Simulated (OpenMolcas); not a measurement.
## OpenMolcas timings: doublet Si2H6O+

The species is Si2H6O+ (9 atoms), meant as a doublet with charge +1. SMILES of the parent species: `O[SiH2][SiH3]`. The coordinates come from a PBE0-D4/def2-TZVP relaxation. This is one conformer, not always the lowest. That shape belongs to the parent species and isn't relaxed for this state.

```xyz
9

O    -1.6090    1.0399   -0.7620
Si    0.0048    0.9331   -0.4159
Si    0.5442   -1.0384    0.7386
H    -1.9966    0.3414   -1.2908
H     0.8306    0.9945   -1.6578
H     0.3114    2.1252    0.4130
H     2.0129   -1.1048    0.9745
H     0.1462   -2.2282   -0.0662
H    -0.1560   -1.1091    2.0495
```

Program: OpenMolcas 26.06. Hardware: 1 thread of AMD EPYC 7R43 (Zen 3), shared host, so times are rough. Two-electron integrals are exact unless an approximation is named.

**Question.** Estimate their order by wall time, quickest first.
A. energy at UHF/STO-3G
B. energy at UB3LYP/6-31G* (Cartesian functions), grid UltraFine
C. energy at UPBE0/def2-SVPD, grid UltraFine

**Answer.** A (3.6 s), B (45 s), C (2.1 min).
